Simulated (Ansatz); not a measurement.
A nudged elastic band was laid between two geometries of AlH$_{5}$OS (8 atoms, charge 0, multiplicity 1).

Computed with Ansatz 0.2.0, RKS PBE0-D4/cc-pVDZ.

```json
{
  "movable images": "7",
  "climbing image": "yes",
  "spring": "5.0 eV/Å²",
  "optimiser": "quadratic models (default)",
  "start path": "through a guess of the saddle point",
  "force threshold": "0.05 eV/Å",
  "iteration limit": "60",
  "end points": "relaxed"
}
```

Image 0:

```xyz
8
Properties=species:S:1:pos:R:3
Al -0.015 0.078 0.239
O -0.226 -0.492 1.895
H -1.039 -0.950 2.131
H 1.492 0.083 -0.284
H -1.288 0.041 -0.730
S -0.061 2.571 1.107
H 1.286 2.642 1.252
H -0.216 1.900 2.281
```

Image 8:

```xyz
8
Properties=species:S:1:pos:R:3
Al 0.090 0.525 0.131
O -0.257 -0.162 2.038
H -1.091 -0.643 2.151
H 1.540 -0.032 -0.211
H -1.254 0.013 -0.565
S -0.031 2.677 0.839
H 1.307 2.795 1.022
H -0.372 0.699 2.487
```

(1) Which bonds break or form, and what moves?

(2) What energy profile does the band end with?

(3) What is the geometry of the highest image?

(4) What are the harmonic wavenumbers there?

The band took 11 iterations and roughly 90 core-seconds.

Answers

(1) Bonds broken: S6–H8. Bonds formed: O2–H8.

(2) It converged. The highest image is number 3 of 0 to 8, 0.081 eV above the first end and 0.589 eV above the last; the last end lies 0.508 eV below the first. A vibrational analysis at the climbing image gives one clearly imaginary mode, 553i cm⁻¹: a first-order saddle point. The orbitals stay closed-shell, which can raise the energy where a bond breaks towards radicals; this wasn't checked here.

```json
{"image": "0", "path coordinate (Å)": "0.00", "energy (eV)": "0.000", "S6–H8 (Å)": "1.36", "O2–H8 (Å)": "2.42"}
{"image": "1", "path coordinate (Å)": "0.29", "energy (eV)": "0.008", "S6–H8 (Å)": "1.37", "O2–H8 (Å)": "2.11"}
{"image": "2", "path coordinate (Å)": "0.58", "energy (eV)": "0.037", "S6–H8 (Å)": "1.40", "O2–H8 (Å)": "1.79"}
{"image": "3", "path coordinate (Å)": "0.87", "energy (eV)": "0.081", "S6–H8 (Å)": "1.50", "O2–H8 (Å)": "1.45"}
{"image": "4", "path coordinate (Å)": "1.11", "energy (eV)": "-0.060", "S6–H8 (Å)": "1.72", "O2–H8 (Å)": "1.19"}
{"image": "5", "path coordinate (Å)": "1.36", "energy (eV)": "-0.352", "S6–H8 (Å)": "1.98", "O2–H8 (Å)": "1.03"}
{"image": "6", "path coordinate (Å)": "1.60", "energy (eV)": "-0.466", "S6–H8 (Å)": "2.24", "O2–H8 (Å)": "0.99"}
{"image": "7", "path coordinate (Å)": "1.84", "energy (eV)": "-0.499", "S6–H8 (Å)": "2.44", "O2–H8 (Å)": "0.98"}
{"image": "8", "path coordinate (Å)": "2.08", "energy (eV)": "-0.508", "S6–H8 (Å)": "2.60", "O2–H8 (Å)": "0.98"}
```

(3) 
```xyz
8
Properties=species:S:1:pos:R:3:forces:R:3
Al 0.032 0.242 0.156 0.01 -0.01 0.00
O -0.222 -0.152 1.943 -0.01 -0.01 -0.01
H -0.981 -0.671 2.237 0.02 0.01 0.00
H 1.531 0.032 -0.331 -0.01 0.00 0.00
H -1.273 0.025 -0.733 0.00 0.00 0.00
S -0.097 2.519 1.171 0.00 0.01 -0.01
H 1.233 2.582 1.427 0.00 0.00 0.00
H -0.290 1.294 2.021 -0.01 -0.01 0.01
```

(4) 553i, 277, 290, 337, 421, 489, 562, 585, 644, 691, 753, 848, 1241, 1527, 1897, 1912, 2712, 3864 cm⁻¹.

Run time: 85 s on 1 thread of AMD EPYC 9R45 96-Core Processor (Zen 5), on a shared host, peak memory 0.15 GiB.
